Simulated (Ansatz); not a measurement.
Species: CH₂Cl, charge 0, multiplicity 2. It need not be the lowest isomer of its formula. 
Coordinates optimised at B3LYP-D3(BJ)/def2-TZVP (Ansatz, an electronic-structure program):
```xyz
4

C      0.0123    -0.2448    -1.0869
Cl    -0.0064     0.1282     0.5693
H      0.9694    -0.3350    -1.5718
H     -0.9338    -0.3757    -1.5841
```
Charge 0, spin multiplicity 2.

Basis-set convergence of Hartree-Fock and MP2 correlation energies (hartree) with Ansatz. Valence correlation only, unless marked. UHF or UKS for open shells. Spin-orbit coupling is left out. No relativistic terms.

```json
[
 {"basis": "aug-cc-pV(D+d)Z", "functions": "73", "E(HF)": "-498.49312", "E(corr, MP2)": "-0.27396"},
 {"basis": "aug-cc-pV(T+d)Z", "functions": "147", "E(HF)": "…", "E(corr, MP2)": "…"}
]
```

Q: Fill in the missing entries.

A: 
- aug-cc-pV(T+d)Z, E(HF): -498.51759
- aug-cc-pV(T+d)Z, E(corr, MP2): -0.34391
